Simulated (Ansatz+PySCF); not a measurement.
The numbers below are computed, except where a source is named.
# Several solutions for singlet CH₃Cl

```
atom    x (Å)    y (Å)    z (Å)
   C   0.0056  -0.0081  -1.1177
  Cl   0.0021  -0.0012   0.6657
   H   0.0008  -1.0269  -1.4763
   H  -0.9012   0.5092  -1.4809
   H   0.8932   0.5196  -1.4698
```

Basis set: def2-SVP (spherical functions). Charge 0, multiplicity 1.

CASSCF(2,2) was run from several starts with Ansatz (development build ahead of 0.2.0) and PySCF 2.14.0. The starts are those of the Hartree–Fock orbitals from which the active space was taken at the frontier.

| run | program | start | converged | energy (hartree) | <S²> |
| --- | --- | --- | --- | --- | --- |
| A | PySCF | program defaults | yes | -498.94216 | 0.00 |
| B | Ansatz | search for the lowest state | yes | -498.95156 | 0.00 |
| C | Ansatz | atomic start, no search | yes | -498.94216 | 0.00 |
| D | Ansatz | stability test followed | yes | -498.94216 | 0.00 |

(1) Which runs reached the lowest solution of this kind, and what is wrong with the others?

Results:

(1) B reached the lowest solution found. Converged but too high: A by 0.26 eV, C by 0.26 eV, D by 0.26 eV. Convergence only shows a stationary point; in CASSCF the end hangs on which orbitals enter the active space. Caution: other starts end on other solutions of this active space.
